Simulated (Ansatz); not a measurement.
A run of Ansatz (development build ahead of 0.2.0) on singlet H2O at this shape:

```yaml
atoms:
  - { symbol: O, position_ang: [0.0000, 0.0000, 0.0000] }
  - { symbol: H, position_ang: [0.0000, 1.6037, 1.1112] }
  - { symbol: H, position_ang: [0.0000, -1.6037, 1.1112] }
```

Its results:

| Property | Result |
| --- | --- |
| Converged | yes |
| Total energy | -75.61259 hartree |
| Spin squared of the determinant | 0.000 |
| Stability test | minimum among restricted orbitals |

Which input gives this output? Name the method, the orbitals and the basis set, and write the input.

RHF in pcseg-2. An unrestricted run that stays on the closed shell gives the same numbers.

```yaml
crystal:
  periodic: [false, false, false]
  atoms:
    - { symbol: O, position_ang: [0.0, 0.0, 0.0] }
    - { symbol: H, position_ang: [0.0, 1.6037, 1.1112] }
    - { symbol: H, position_ang: [0.0, -1.6037, 1.1112] }
basis:
  gaussian: { orbitals: pcseg-2 }
hamiltonian:
  xc: hf
```

Caution: stretched shape with no unrestricted run beside it, a lower state can exist.
